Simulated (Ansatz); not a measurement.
This Ansatz (a first-principles code) input (B2PLYP/6-311+G**) gives -115.93681 Eh with 84 basis functions. A basis named .json is the Basis Set Exchange file of that set (core-valence sets with the plain set on hydrogen).

Ansatz 0.2 input:
```yaml
crystal:
  periodic: [false, false, false]
  atoms:
    - {symbol: C, position_ang: [0.00327342, 0.02137882, 0.11257968]}
    - {symbol: C, position_ang: [0.09532447, 0.42175209, 1.31948097]}
    - {symbol: C, position_ang: [-0.04988734, -0.27325839, -1.20303702]}
    - {symbol: H, position_ang: [-0.15282464, -0.23863109, 2.15258061]}
    - {symbol: H, position_ang: [0.80620451, -0.68175225, -1.73348371]}
    - {symbol: H, position_ang: [-0.94564319, -0.09885182, -1.79323865]}
basis:
  gaussian:
    orbitals: 6-311+G__.json
hamiltonian:
  xc: {name: B2PLYP}
total_charge: -1
magnetization: {spin_polarized: false}
correlation: {electrons: outside_noble_gas}
```

Change:
```diff
- orbitals: 6-311+G__.json
+ orbitals: STO-3G
```

Question: What does the run give now?

Answer: -114.22446 Eh (B2PLYP/STO-3G, 18 functions), a change of +1712.35 mEh.
